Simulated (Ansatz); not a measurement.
CCSD(T) forces

CH$_{5}$AlO (SMILES C[O][AlH2]), closed shell, displaced at random from a GFN2-xTB minimum.

```
8
angstrom
C -0.5601 1.2369 -0.4906
O 0.0145 -0.0304 0.0193
Al 0.6496 -1.4197 0.4380
H -1.1585 0.9630 -1.2837
H 0.3177 1.8889 -0.7585
H -1.2118 1.6583 0.4041
H 2.0545 -1.5629 1.0643
H -0.0657 -2.7601 0.4159
```

Computed with Ansatz 0.2.0 (basis: def2-TZVPP); correlated methods freeze the cores.

CCSD(T) forces from the calculation:
| atom | Fx | Fy | Fz (eV/Å) |
| --- | --- | --- | --- |
| C1 | 1.811 | -0.690 | 4.316 |
| O2 | -1.834 | 4.142 | -1.489 |
| Al3 | 1.282 | -2.020 | 0.968 |
| H4 | -1.306 | -0.104 | -1.872 |
| H5 | -1.237 | -0.373 | 0.222 |
| H6 | 1.404 | -0.483 | -2.032 |
| H7 | 0.642 | 0.265 | 0.135 |
| H8 | -0.763 | -0.738 | -0.248 |

Root-mean-square difference of the force components from those of CCSD(T): PBE0-D4 0.096; wB97M-V 0.039; r2SCAN-D4 0.052; PBE-D4 0.114; CAM-B3LYP-D4 0.073; HSE06-D4 0.096 eV/Å.

No T1 diagnostic of these runs exceeds 0.012.

For scale, one of the runs: CCSD(T)/def2-TZVPP forces, 174 basis functions (an equivalent command: `ansatz run in.yaml --threads 4`). The run took 82 s on 4 CPU threads (shared host), with 3 GiB of host memory at its peak.
